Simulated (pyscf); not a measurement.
H₂N–GaH–OH (SMILES [NH2][GaH][OH]) -> HO–Ga (SMILES [OH][Ga]) [singlet] + NH₃ (SMILES N), a 1,1-elimination (singlet surface; Ga–N, Ga–H broken, H–N formed). Optimised with ωB97X-D3(BJ)/def2-SVP in PySCF. MP2 and CC: frozen core, UHF for open shells. ΔMP2 is the change of the MP2 total energy from the triple- to the quadruple-zeta basis. Energies in kcal/mol from the reactant's lowest minimum found.

Small-basis levels: PySCF, no dispersion term, spherical d functions. GFN2-xTB: tblite. Cost: rough CPU time at the saddle relative to B3LYP/6-31G*+LANL2DZ, from one job on a shared machine.

| level | barrier | reaction energy | cost |
|---|---|---|---|
| HF/6-31G*+LANL2DZ | 82.9 | +10.5 | 0.1 |
| SVWN5/6-31G*+LANL2DZ | 50.2 | +19.8 | 1.0 |
| BP86/6-31G*+LANL2DZ | 53.3 | +14.7 | 1 |
| M06-2X/6-31G*+LANL2DZ | 66.6 | +19.4 | 2 |
| B3LYP/6-311+G**+LANL2DZ | 60.6 | +11.3 | 1 |
| B3LYP/def2-SVP | 56.1 | +8.1 | 2 |
| GFN2-xTB | 37.1 | -8.8 | under 0.02 |
| CCSD(T)/def2-TZVPP + ΔMP2(QZVPP) | 60.5 | +12.2 | – |

Against the last row the barrier runs from -23.4 (GFN2-xTB) to +22.4 kcal/mol (HF/6-31G*+LANL2DZ). CCSD(T)/def2-TZVPP + ΔMP2(QZVPP) has limits of its own. On the product side the descent ends in an adduct with a Ga–N contact, 12.4 kcal/mol under the separated species and 63.2 kcal/mol under the saddle at ωB97X-D3(BJ)/def2-TZVP. What is counted as broken (Ga–N) persists as a longer contact in the product adduct; parting that adduct is a step of its own. At ωB97X-D3(BJ)/def2-TZVP the barrier from the zero used here is 65.0 kcal/mol. This is the saddle that the search found; another between the same sides may lie lower. The CCSD(T) − MP2 part came from Ansatz, without density fitting, on the same reference. The frozen core leaves the outer d or s,p core shells of the metals and heavy elements correlated in the MP2 and CC values, and def2-TZVPP describes them poorly, which can shift differences by a few kcal/mol. In the def2 sets elements up to Kr have no core potential.
